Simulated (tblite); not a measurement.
What does the GFN2-xTB structure of `C(#N)[C@]1(C)C[S+]1` [radical] look like in three dimensions? (Charge +1 and doublet state.)

```xyz
11
C4H5NS angstrom
C     -1.0568   -0.8246    0.1061
C      0.0063    0.2021   -0.1851
C     -0.4624    1.5549   -0.0553
N     -0.8420    2.6176    0.0966
C      1.4532   -0.0434    0.1034
S      1.0766   -0.0501   -1.6446
H     -0.6577   -1.8332    0.0224
H     -1.9070   -0.7223   -0.5669
H     -1.4212   -0.6758    1.1240
H      2.0714    0.7794    0.4506
H      1.7451   -1.0019    0.5229
```

Any rigid rotation of these coordinates is as good. Atoms count from 1 in this order. The 3-membered ring C2–C5–S6 has internal angles of 48.9° to 66.9°. The C–S distances run from 1.788 Å (C5–S6, drawn single) to 1.827 Å (C2–S6, drawn single), a spread of 0.039 Å. The 3 C–C bonds span 1.437 Å (C2–C3, drawn single) to 1.506 Å (C1–C2, drawn single), a spread of 0.069 Å.

Bonds between heavy atoms (Å): C1–C2 1.506, C2–C3 1.437, C3≡N4 1.139, C2–C5 1.496, C5–S6 1.788, C2–S6 1.827.

Structure optimised with GFN2-xTB, isolated species. This method treats the open shell by occupation alone, without spin polarisation.

Point group: C1 (no symmetry element, even within 0.4 Å). Its GFN2-xTB frequencies are all real (lowest 149 cm⁻¹).

These are computed values.
